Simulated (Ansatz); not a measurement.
C₄H₇FO, SMILES `CC/C(O)=C/F`. The species carries charge 0 and has multiplicity 1. Geometry: relaxed with PBE0-D4/def2-TZVP. It is one conformer, not always the lowest.

```xyz
13

C     0.603    1.629    0.260
C    -0.563    0.648    0.289
C    -0.225   -0.668   -0.315
O     0.105   -0.605   -1.628
C    -0.235   -1.808    0.365
F     0.095   -2.963   -0.263
H     0.305    2.592    0.682
H     0.945    1.797   -0.762
H     1.446    1.248    0.841
H    -0.899    0.482    1.315
H    -1.413    1.068   -0.261
H     0.323   -1.494   -1.932
H    -0.487   -1.926    1.408
```

Problem. What is the dipole moment at PBE/def2-TZVPP? (Estimate.)

Solution. Computed: 0.87 D, with components (-0.18, 0.59, 0.61) D in this frame, pointing from negative to positive charge.

Problem. And with r2SCAN, B3LYP, ωB97M-V? (Estimate.)

Solution. The calculation gave: r2SCAN 0.96 D, B3LYP 1.04 D, ωB97M-V 1.05 D.

Problem. Give the Mulliken charges with PBE, B3LYP, r2SCAN in def2-TZVPP. (An estimate is asked.)

Solution. The calculation gave: 
```csv
atom,PBE,B3LYP,r2SCAN
C1,-0.24,-0.23,-0.13
C2,-0.09,-0.08,0.01
C3,0.10,0.14,0.12
O4,-0.27,-0.31,-0.33
C5,0.02,0.05,0.07
F6,-0.19,-0.24,-0.23
H7,0.08,0.08,0.04
H8,0.10,0.10,0.06
H9,0.08,0.08,0.04
H10,0.06,0.06,0.02
H11,0.07,0.07,0.03
H12,0.20,0.20,0.21
H13,0.08,0.09,0.08
```

B3LYP here is the variant with VWN-RPA as its local correlation; programs differ in this.
